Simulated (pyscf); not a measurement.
`[SiH4]` + `[F][SiH2][C]([F])[F]` [doublet] → `[F][SiH3]` + `[F][C]([F])[SiH3]` [doublet] (four-centre exchange; doublet surface; H–Si, F–Si broken, F–Si, H–Si formed). PySCF, gas phase, ωB97X-D3(BJ)/def2-SVP geometries. Energies in eV from the separated reactants.

| level | barrier | reaction energy |
|---|---|---|
| r²SCAN/def2-TZVP | 1.47 | +0.11 |
| B3LYP-D3(BJ)/def2-TZVP | 1.61 | +0.10 |
| PBE0-D3(BJ)/def2-TZVP | 1.46 | +0.11 |
| M06-2X/def2-TZVP | 1.61 | +0.09 |
| ωB97M-D3(BJ)/def2-TZVP | 1.57 | +0.12 |
| HF/def2-TZVP | 2.39 | +0.04 |

The functionals in the table span 0.16 eV in this barrier, from PBE0-D3(BJ) to M06-2X. One saddle was located; it need not be the lowest between these sides.
